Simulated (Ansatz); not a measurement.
# Worked example: the step energy

An elementary step of SiPH7O, singlet (SiH₄O ([OH][SiH3]) + PH₃ → SiPH₅ ([SiH3][PH2]) + H₂O; Si–O, H–P broken or loosened, Si–P, O–H formed or tightened). “Start” and “end” are the PBE0-D4/def2-TZVP structures reached by relaxing down either side of its saddle point, with the molecules still in contact.

Program: Ansatz 0.2.0. Basis: def2-TZVPP and def2-QZVPP. Cores are frozen in the correlated methods.

Energies in eV:

| quantity | end | start |
| --- | --- | --- |
| Hartree–Fock, triple zeta (X = 3) | -19283.66445 | -19284.53063 |
| Hartree–Fock, quadruple zeta (X = 4) | -19284.28922 | -19285.16738 |
| MP2 correlation, X = 3 | -15.18131 | -14.96802 |
| MP2 correlation, X = 4 | -16.36294 | -16.12384 |
| CCSD(T) correlation, X = 3 | -17.14554 | -16.91838 |

Task: Work out the step energy at the basis limit: extrapolate Hartree–Fock as E(X) = E∞ + A exp(−7.88 √X) and the MP2 correlation as E(X) = E∞ + B X^−2.97 (the exponents that Neese and Valeev fitted for def2-TZVPP and QZVPP), then add CCSD(T) − MP2 in triple zeta.

Result: Each step is linear, so take the differences first (end − start): Hartree–Fock 0.86618 (X = 3) and 0.87816 (X = 4); MP2 correlation -0.21329 and -0.23910; CCSD(T) correlation -0.22716.
Two points give E∞ = E(4) + w [E(4) − E(3)], with w = 1/(exp(7.88 (2 − √3)) − 1) = 0.1377 for Hartree–Fock and w = 1/((4/3)^2.97 − 1) = 0.7407 for the correlation.
Hartree–Fock: 0.87816 + 0.1377 × 0.01198 = 0.8798 eV.
MP2 correlation: -0.23910 + 0.7407 × (-0.02581) = -0.2582 eV.
CCSD(T) − MP2: -0.22716 − (-0.21329) = -0.0139 eV.
Sum: 0.8798 + (-0.2582) + (-0.0139) = 0.6077 eV, or 14.01 kcal/mol. Plain CCSD(T) in triple zeta gives 0.6390 eV, so the larger basis shifts the result by -0.0313 eV.

T1 diagnostic: at most 0.013.

Labels in which every atom is bracketed show which atoms are joined, not bond orders.

For scale, one of the runs: CCSD(T)/def2-TZVPP, 213 basis functions, launched by `ansatz run in.yaml --threads 4 --pin off --events-out ev --progress --plain --max-ram 9574MiB`. The run took 43 s on 4 CPU threads of an AMD EPYC 7R43 (shared host), with 2.9 GiB of host memory at its peak.
